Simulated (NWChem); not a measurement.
System: SiH₃ cation

Output (shortened):

```
             Northwest Computational Chemistry Package (NWChem) 7.3.0
             --------------------------------------------------------

                             Geometry "geometry" -> ""
                             -------------------------

 Output coordinates in angstroms (scale by  1.889725989 to convert to a.u.)

  No.       Tag          Charge          X              Y              Z
 ---- ---------------- ---------- -------------- -------------- --------------
    1 Si                  14.0000     0.00000000     0.00000000     0.00000000
    2 H                    1.0000     1.19334600    -0.89476500     0.00000000
    3 H                    1.0000    -1.37156300    -0.58608500     0.00000000
    4 H                    1.0000     0.17821700     1.48085100     0.00000000

 Effective nuclear repulsion energy (a.u.)      15.5155511871

  xc_inp: hfexch multiplicative factor not found.

                                 NWChem DFT Module
                                 -----------------

 Summary of "ao basis" -> "ao basis" (spherical)
 ------------------------------------------------------------------------------
       Tag                 Description            Shells   Functions and Types
 ---------------- ------------------------------  ------  ---------------------
 Si                          6-31g*                  8       18   4s3p1d
 H                           6-31g*                  2        2   2s

            General Information
            -------------------
          SCF calculation type: DFT
          Wavefunction type:  closed shell.
          No. of atoms     :     4
          No. of electrons :    16
           Alpha electrons :     8
            Beta electrons :     8
          Charge           :     1
          Spin multiplicity:     1
          Use of symmetry is: off; symmetry adaption is: off
          Maximum number of iterations: 150
          AO basis - number of functions:    24
                     number of shells:    14
          Convergence on energy requested:  1.00D-06
          Convergence on density requested:  1.00D-05
          Convergence on gradient requested:  5.00D-04

              XC Information
              --------------
                     Hartree-Fock (Exact) Exchange  1.000

      Superposition of Atomic Density Guess
      -------------------------------------

 Sum of atomic energies:        -290.31200514

 Renormalizing density from      17.00 to     16

      Non-variational initial energy
      ------------------------------

 Total energy =    -279.411011
 1-e energy   =    -407.182026
 2-e energy   =     112.255463
 HOMO         =      -0.806890
 LUMO         =      -0.494005

     ---------------------------------------------
      Total Density - Mulliken Population Analysis
     ---------------------------------------------

    Atom       Charge   Shell Charges
 -----------   ------   -------------------------------------------------------
    1 Si  14    13.65   2.00  2.00  6.02  1.37  1.87  0.16  0.15  0.08
    2 H    1     0.78   0.40  0.39
    3 H    1     0.78   0.40  0.39
    4 H    1     0.78   0.40  0.39

   convergence    iter        energy       DeltaE   RMS-Dens  Diis-err
 ---------------- ----- ----------------- --------- --------- ---------
 d= 0,ls=0.0,diis     1   -290.2748180091 -3.06D+02  2.31D-02  4.26D-01
 d= 0,ls=0.0,diis     2   -290.3252931339 -5.05D-02  2.66D-03  3.84D-03
 d= 0,ls=0.0,diis     3   -290.3261948656 -9.02D-04  1.18D-03  2.81D-04
 d= 0,ls=0.0,diis     4   -290.3262886597 -9.38D-05  7.46D-05  7.93D-07
 d= 0,ls=0.0,diis     5   -290.3262889676 -3.08D-07  1.43D-05  2.46D-08
 d= 0,ls=0.0,diis     6   -290.3262889782 -1.07D-08  1.15D-06  2.31D-10

         Total DFT energy =     -290.326288978241
      One electron energy =     -428.082906898387
           Coulomb energy =      143.385949474922
    Exchange-Corr. energy =      -21.144882741875
 Nuclear repulsion energy =       15.515551187099

 Numeric. integr. density =        0.000000000000

                       DFT Final Molecular Orbital Analysis
                       ------------------------------------

 Vector    6  Occ=2.000000D+00  E=-9.833813D-01
              MO Center=  4.3D-07, -3.2D-07,  2.3D-16, r^2= 1.7D+00
   Bfn.  Coefficient  Atom+Function         Bfn.  Coefficient  Atom+Function
  ----- ------------  ---------------      ----- ------------  ---------------
     6      0.622804  1 Si s                  2     -0.269340  1 Si s
    19      0.145911  2 H  s                 21      0.145911  3 H  s
    23      0.145911  4 H  s                 20      0.106671  2 H  s
    22      0.106671  3 H  s                 24      0.106671  4 H  s
    10      0.102391  1 Si s                  1      0.059017  1 Si s

 Vector    7  Occ=2.000000D+00  E=-7.708624D-01
              MO Center=  1.2D-01, -4.8D-01, -1.3D-16, r^2= 2.0D+00
   Bfn.  Coefficient  Atom+Function         Bfn.  Coefficient  Atom+Function
  ----- ------------  ---------------      ----- ------------  ---------------
     7      0.463632  1 Si px                20      0.269744  2 H  s
    19      0.254152  2 H  s                 22     -0.218396  3 H  s
    21     -0.205772  3 H  s                  3     -0.176116  1 Si px
     8     -0.143413  1 Si py                14     -0.099249  1 Si d -2
     4      0.054477  1 Si py                24     -0.051348  4 H  s

 Vector    8  Occ=2.000000D+00  E=-7.708623D-01
              MO Center= -1.2D-01,  4.8D-01, -2.0D-16, r^2= 2.0D+00
   Bfn.  Coefficient  Atom+Function         Bfn.  Coefficient  Atom+Function
  ----- ------------  ---------------      ----- ------------  ---------------
     8      0.463632  1 Si py                24      0.281828  4 H  s
    23      0.265538  4 H  s                 22     -0.185382  3 H  s
     4     -0.176116  1 Si py                21     -0.174667  3 H  s
     7      0.143413  1 Si px                18     -0.099249  1 Si d  2
    20     -0.096445  2 H  s                 19     -0.090871  2 H  s

 Vector    9  Occ=0.000000D+00  E=-2.451188D-01
              MO Center=  2.2D-09, -1.2D-08,  2.5D-16, r^2= 2.8D+00
   Bfn.  Coefficient  Atom+Function         Bfn.  Coefficient  Atom+Function
  ----- ------------  ---------------      ----- ------------  ---------------
    13      0.585907  1 Si pz                 9      0.530831  1 Si pz
     5     -0.203890  1 Si pz

 Vector   10  Occ=0.000000D+00  E=-7.149135D-02
              MO Center= -3.2D-06, -5.4D-07, -5.1D-16, r^2= 3.3D+00
   Bfn.  Coefficient  Atom+Function         Bfn.  Coefficient  Atom+Function
  ----- ------------  ---------------      ----- ------------  ---------------
    10      1.393477  1 Si s                 20     -0.850775  2 H  s
    22     -0.850780  3 H  s                 24     -0.850775  4 H  s
     6      0.528211  1 Si s                  2     -0.182953  1 Si s
    19     -0.153370  2 H  s                 21     -0.153371  3 H  s
    23     -0.153370  4 H  s                 16      0.151315  1 Si d  0

 Vector   11  Occ=0.000000D+00  E=-4.880054D-02
              MO Center= -2.1D-01, -4.4D-01,  5.7D-17, r^2= 4.2D+00
   Bfn.  Coefficient  Atom+Function         Bfn.  Coefficient  Atom+Function
  ----- ------------  ---------------      ----- ------------  ---------------
    12      1.528302  1 Si py                24     -1.161603  4 H  s
    20      0.749329  2 H  s                 22      0.412272  3 H  s
     8      0.236221  1 Si py                18      0.145463  1 Si d  2
    23     -0.113439  4 H  s                  4     -0.076867  1 Si py
    19      0.073177  2 H  s                 11     -0.070680  1 Si px

     ---------------------------------------------
      Total Density - Mulliken Population Analysis
     ---------------------------------------------

    Atom       Charge   Shell Charges
 -----------   ------   -------------------------------------------------------
    1 Si  14    13.07   2.00  2.00  5.97  1.11  1.61  0.18  0.08  0.13
    2 H    1     0.98   0.47  0.51
    3 H    1     0.98   0.47  0.51
    4 H    1     0.98   0.47  0.51

     -------------------------------------------
      Total Density - Lowdin Population Analysis
     -------------------------------------------

    Atom       Charge   Shell Charges
 -----------   ------   -------------------------------------------------------
    1 Si  14    13.14   2.00  1.99  5.89  0.80  1.41  0.40  0.53  0.13
    2 H    1     0.95   0.46  0.49
    3 H    1     0.95   0.46  0.49
    4 H    1     0.95   0.46  0.49

     Multipole analysis of the density
     ---------------------------------

     L   x y z        total         alpha         beta         nuclear
     -   - - -        -----         -----         ----         -------
     0   0 0 0      1.000000     -8.000000     -8.000000     17.000000

     1   1 0 0     -0.000000     -0.000000     -0.000000      0.000000
     1   0 1 0     -0.000000     -0.000001     -0.000001      0.000002
     1   0 0 1      0.000000      0.000000      0.000000      0.000000

     2   2 0 0     -8.466041    -10.191379    -10.191379     11.916717
     2   1 1 0      0.000000     -0.000002     -0.000002      0.000004
     2   1 0 1     -0.000000     -0.000000     -0.000000      0.000000
     2   0 2 0     -8.466042    -10.191377    -10.191377     11.916712
     2   0 1 1      0.000000      0.000000      0.000000      0.000000
     2   0 0 2     -6.907083     -3.453542     -3.453542      0.000000

                     NWChem Electrostatic Potential Fit Module
                     -----------------------------------------

 Atom parameters

 Number of atoms is                                    4
 Number of basis functions is                         24

 Grid parameters

 Maximum number of grid points is                  25129
 Number of grid points is                          25128
 Grid range                                     0.300000 nm
 Grid spacing                                   0.020000 nm
 Probe radius                                   0.070000 nm
 Atom radius factor                             1.000000

 Atomic radii

    1    0.100000
   14    0.187000
 FASTESP  F
  using M.O. file = ./job.movecs

    Atom              Coordinates                           Charge

                                                  ESP

    1 Si    0.000000    0.000000    0.000000    1.163505
    2 H     0.119335   -0.089477    0.000000   -0.054418
    3 H    -0.137156   -0.058609    0.000000   -0.054304
    4 H     0.017822    0.148085    0.000000   -0.054782
                                            ------------
                                                1.000000

 Dipole moment                                  0.002137

 Quadrupole moment Qxx                         -0.644330
                   Qyy                         -0.654625
                   Qzz                          1.298955

 RMS deviation kJ/mol                           0.090054

 RRMS %                                         3.031276
```

Level: Hartree-Fock/6-31G* (spherical d). Geometry: optimised at PBE-D3(BJ)/def2-SVP.

**Question.** Write an input that gives this output.

**Answer.** This is not unique; one that fits is the input that was run:
```
start job
memory heap 200 mb stack 900 mb global 1100 mb
charge 1
geometry units angstroms noautosym nocenter noautoz
  Si     0.000000     0.000000     0.000000
  H      1.193346    -0.894765     0.000000
  H     -1.371563    -0.586085     0.000000
  H      0.178217     1.480851     0.000000
end
basis spherical
  Si library 6-31g*
  H library 6-31g*
end
dft
  xc hfexch
  iterations 150
  mulliken
end
task dft energy
esp
  recalculate
  probe 0.07
  range 0.3
  factor 1.0
  spacing 0.02
end
task esp
```
